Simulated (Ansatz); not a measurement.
## CH3 (charge +1), SMILES [CH3+]: vertical spin-state energies, step by step

With Ansatz 0.2.0, Python API.

Contents of `ch3.xyz`:
```text
4

C     0.00042   -0.00044   -0.00001
H     0.27195    0.60413    0.88217
H    -1.00166    0.10254   -0.44928
H     0.72929   -0.70623   -0.43289
```

Interactive session:
```pycon
>>> import warnings
>>> import ansatz as az
>>> warnings.simplefilter("ignore", az.DeckWarning)
>>> system = az.Crystal.molecule_from_extxyz("ch3.xyz")
>>> setup = system.calculation().basis(gaussian="6-31G").functional("r2scan").charge(1).accuracy("medium")
>>> found = {}
>>> for unpaired in [0, 2]:
...     summary = setup.spin("collinear", total=unpaired).run(threads=1).report
...     s = unpaired / 2
...     found[unpaired] = summary["free_energy_ev"]
...     print(f"2S+1 = {unpaired + 1}: E = {found[unpaired]:.5f} eV, <S^2> = {abs(summary['mean_field']['state']['spin_squared']):.3f} (pure state {s * (s + 1):.2f})")
...
2S+1 = 1: E = -1073.02296 eV, <S^2> = 0.000 (pure state 0.00)
2S+1 = 3: E = -1068.34297 eV, <S^2> = 2.005 (pure state 2.00)
>>> lowest = min(found, key=found.get)
>>> for unpaired, e in found.items():
...     print(f"multiplicity {unpaired + 1}: {(e - found[lowest]):.3f} eV above the lowest")
...
multiplicity 1: 0.000 eV above the lowest
multiplicity 3: 4.680 eV above the lowest
```

In order: multiplicity 1 (+0.00 eV) and multiplicity 3 (+4.68 eV), all at the one geometry.

These settings explore the input space; basis and method may be short of convergence. The geometry is a force-field or estimated start, not a minimum of this method, and the basis set is short of its limit. All parts are taken at fixed geometry, without zero-point energy. Run time: 2.5 s on 1 thread of Arm Neoverse V2, with other jobs on the host, peak memory 0.15 GiB.
